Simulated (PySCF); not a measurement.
PySCF input (BP86/def2-SVP):

```python
from pyscf import gto, dft

mol = gto.M(
    atom='''
    C     1.22575544    0.17309225    0.00894148
    C    -0.03107836    0.64387051   -0.00922939
    H     1.47813325   -0.91357007    0.02636841
    H     2.10642756    0.82312597    0.00806544
    C    -1.09160938   -0.43922734   -0.00400391
    H    -0.69725428   -1.48823368    0.01421419
    H    -1.76093960   -0.33173915    0.86187210
    H    -1.74477312   -0.35599558   -0.88476921
    ''',
    basis='def2-svp',
    charge=-1,
    spin=0,
    verbose=4,
)

mf = dft.RKS(mol, xc='bp86')
mf.grids.level = 3
mf.conv_tol = 1e-9
mf.max_cycle = 100
mf.max_memory = 1500
mf.kernel()
if not mf.converged:
    mf = mf.newton()
    mf.kernel(mf.make_rdm1())
mf.dip_moment()
```

From the last part of the output:

```
direct_scf_tol = 1e-13
XC library pyscf.dft.libxc version 7.1.2
    S. Lehtola, C. Steigemann, M. J. T. Oliveira, and M. A. L. Marques,  SoftwareX 7, 1–5 (2018)
XC functionals = bp86
    A. D. Becke,  Phys. Rev. A 38, 3098 (1988)
    J. P. Perdew,  Phys. Rev. B 33, 8822 (1986)
    J. P. Perdew,  Phys. Rev. B 34, 7406–7406 (1986)
radial grids:
    Treutler-Ahlrichs [JCP 102, 346 (1995); DOI:10.1063/1.469408] (M4) radial grids

becke partition: Becke, JCP 88, 2547 (1988); DOI:10.1063/1.454033
pruning grids: <function nwchem_prune>
grids dens level: 3
symmetrized grids: False
atomic radii adjust function: <function treutler_atomic_radii_adjust>
small_rho_cutoff = 0
Set gradient conv threshold to 3.16228e-05
Initial guess from minao.
tot grids = 91400
init E= -117.108033419285
  HOMO = -0.240640349795892  LUMO = -0.082375662055334  gap/eV = 4.30660
cycle= 1 E= -116.989161878392  delta_E= 0.119  |g|= 0.659  |ddm|= 2.86
  HOMO = 0.244410310714346  LUMO = 0.29242259347944  gap/eV = 1.30648
cycle= 2 E= -116.364434598455  delta_E= 0.625  |g|= 1.44  |ddm|= 17.7
  HOMO = 0.0791881645026971  LUMO = 0.234010923207395  gap/eV = 4.21294
cycle= 3 E= -117.101480453735  delta_E= -0.737  |g|= 0.356  |ddm|= 16.9
  HOMO = 0.101495509979612  LUMO = 0.233325183818894  gap/eV = 3.58727
cycle= 4 E= -117.134379568011  delta_E= -0.0329  |g|= 0.119  |ddm|= 0.792
  HOMO = 0.104350048864666  LUMO = 0.23345102542489  gap/eV = 3.51302
cycle= 5 E= -117.137266943758  delta_E= -0.00289  |g|= 0.069  |ddm|= 0.464
  HOMO = 0.103368201315637  LUMO = 0.23664576217519  gap/eV = 3.62667
cycle= 6 E= -117.138667871753  delta_E= -0.0014  |g|= 0.0113  |ddm|= 0.138
  HOMO = 0.102958028640223  LUMO = 0.236734611367144  gap/eV = 3.64025
cycle= 7 E= -117.138704135298  delta_E= -3.63e-05  |g|= 0.00173  |ddm|= 0.0297
  HOMO = 0.102726141676793  LUMO = 0.236662597488754  gap/eV = 3.64460
cycle= 8 E= -117.138704895652  delta_E= -7.6e-07  |g|= 0.000442  |ddm|= 0.00353
  HOMO = 0.102662191788365  LUMO = 0.236608181703029  gap/eV = 3.64486
cycle= 9 E= -117.138704929608  delta_E= -3.4e-08  |g|= 6.89e-05  |ddm|= 0.00154
  HOMO = 0.102661425287618  LUMO = 0.236607630979092  gap/eV = 3.64486
cycle= 10 E= -117.138704931127  delta_E= -1.52e-09  |g|= 2.86e-05  |ddm|= 0.000365
  HOMO = 0.102659298096482  LUMO = 0.236607871693763  gap/eV = 3.64493
cycle= 11 E= -117.13870493144  delta_E= -3.13e-10  |g|= 1.59e-06  |ddm|= 0.000129
  HOMO = 0.102659505809108  LUMO = 0.236607988958908  gap/eV = 3.64492
Extra cycle  E= -117.13870493144  delta_E= 2.84e-14  |g|= 1.68e-06  |ddm|= 7.37e-06
converged SCF energy = -117.13870493144

WARN: System has nonzero charge -1; the dipole moment is origin-dependent.
Location of origin: [0. 0. 0.]

Dipole moment(X, Y, Z, Debye): -0.93991, -1.84339,  0.01690
```

The dipole moment of an ion depends on the origin.
